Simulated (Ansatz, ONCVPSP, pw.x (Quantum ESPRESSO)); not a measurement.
**Ga: one change to the ONCV potential, in the atom and in the bcc crystal**

* Element: Ga (Z = 31)
* Generator: ONCVPSP 4.0.1.1 (patched build)
* Type: optimised norm-conserving Vanderbilt (ONCV)
* Functional: PBEsol
* Relativity: scalar-relativistic
* Frozen core: [Ar] 3d10
* Valence charge: 3
* Reference configuration: 4s2 4p1
* Partial waves: 4s: rc 1.70 bohr, ncon 3, nbas 6, qcut 3.5 1/bohr, 2 projectors, debl 2.5 Ha; 4p: rc 2.35 bohr, ncon 4, nbas 8, qcut 4.1 1/bohr, 1 projector; d scattering state at 0.25 Ha: rc 2.20 bohr, ncon 4, nbas 8, qcut 4.4 1/bohr, 1 projector
* Local potential: polynomial inside 1.70 bohr (lpopt 5, dvloc0 4 Ha)
* Core correction: Teter function, fcfact 5.5, rcfact 1.05

Change: core correction none.

Cutoffs, loose and tight: the cutoffs (Ha) at which the residual kinetic energy of the hardest occupied pseudo-wave falls to 1 and 0.1 mHa per electron. They do not see the model core or the augmentation charge, which bear on the density cutoff. Test errors are all-electron minus pseudo excitation energies from the reference, over the configurations 4s2 4p0; 4s1 4p0; 4s2 4p0.5; 4s0 4p3; variants that change the core or the reference have their own tests.

Crystal test: bcc Ga in pw.x 7.5, no spin, 14³ k-points, Fermi–Dirac smearing 0.01 Ry, cutoffs set for each file from its atomic test. The reference is all-electron LAPW (Ansatz 0.2.0) with the same functional, mesh and smearing; V0 and B0 come from Birch–Murnaghan fits to the pressures at five volumes. Errors are pseudo minus all-electron; Δ is the rms difference of the E(V) curves that follow from these fits, minima aligned, over ±6 % about the mean V0. Mesh and smearing are coarse, so the numbers serve the comparison and aren't converged zero-temperature values; the lattice is a test structure that the element need not adopt.

All-electron: a0 = 3.298 Å (V0 = 17.94 Å³/atom), B0 = 59.1 GPa.

**Question.** Does the change bring the crystal closer to the all-electron result?

**Answer.** The mean pressure error goes from -1.13 to -0.60 GPa, so the change moves the solid closer to the all-electron pressures.

| quantity | base | changed |
| --- | --- | --- |
| outcome (atom) | generated | generated |
| cutoff, loose (atom) | 7.9 Ha | 7.9 Ha |
| cutoff, tight (atom) | 28 Ha | 28 Ha |
| bound ghosts (atom) | none | none |
| largest test error (meV) (atom) | -36 | +61 |
| cutoffs in pw.x (Ry) | 65/260 | 65/260 |
| a0 (Å) | 3.276 | 3.286 |
| a0 error (%) | -0.67 | -0.36 |
| B0 error (%) | +2.9 | +0.6 |
| Δ (meV/atom) | 4.7 | 2.5 |
| mean pressure error (GPa) | -1.13 | -0.60 |

Base: This is a poor potential for the solid.
